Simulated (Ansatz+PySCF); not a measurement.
## singlet H4O2: levels of theory in one basis

```yaml
atoms:
  - { symbol: O, position_ang: [-1.4973, -0.1319, 0.0131] }
  - { symbol: H, position_ang: [-1.8792, 0.6555, -0.0194] }
  - { symbol: H, position_ang: [-0.5314, 0.0418, 0.0120] }
  - { symbol: O, position_ang: [1.3951, 0.2053, -0.0122] }
  - { symbol: H, position_ang: [1.5683, -0.3698, -0.7470] }
  - { symbol: H, position_ang: [1.5185, -0.3660, 0.7501] }
```

Basis set: def2-SVP (spherical functions). Frozen core: 2 orbitals. Charge 0, multiplicity 1.

Computed with Ansatz (development build ahead of 0.2.0); each method stands on the lowest determinant of its kind that the runs found.

```tsv
method	E − E(RHF) (eV)	<S²> of the determinant
RHF	0.00	0.00
RHF-MP2	-10.97	–
RHF-CCSD(T)	-11.64	–
```

Question: What does RHF-CCSD give on the same scale?

Answer: -11.47 eV.

Question: Is a single determinant a sound starting point here?

Answer: By this sign, yes. Unrestricted orbitals gain 0.00 eV and <S²> is 0.00 against 0.00 for a pure state.
